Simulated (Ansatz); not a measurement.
C$_{3}$H$_{4}$O$_{3}$ (`COC1OC1=O`) at its PBE0-D4/def2-TZVP geometry, where that method's forces vanish. The species carries charge 0 and has multiplicity 1.

```xyz
10

C    -1.5036   -0.0379   -0.5378
O    -0.1046   -0.0927   -0.7897
C     0.6549    0.3170    0.2269
O     1.0948   -0.7570    1.2367
C     1.9816   -0.2295    0.4132
O     3.1319   -0.3307    0.1601
H    -1.9987   -0.2553   -1.4816
H    -1.7946    0.9596   -0.1929
H    -1.7884   -0.7839    0.2080
H     0.3268    1.2106    0.7571
```

Q: What forces (eV/Å) does B3LYP-D4/def2-TZVPP give on these atoms in Ansatz 0.2.0? (Best estimate.)

A: The calculation gave: 
```
C1  -0.408 -0.016 -0.007
O2   0.113 -0.048 -0.206
C3   0.026  0.451 -0.035
O4  -0.077 -0.403  0.455
C5  -0.009  0.097 -0.078
O6   0.307 -0.021 -0.078
H7   0.015  0.012  0.059
H8   0.009 -0.055 -0.017
H9   0.008  0.043 -0.041
H10  0.016 -0.059 -0.052
```

B3LYP here is the variant with VWN-RPA as its local correlation; programs differ in this.
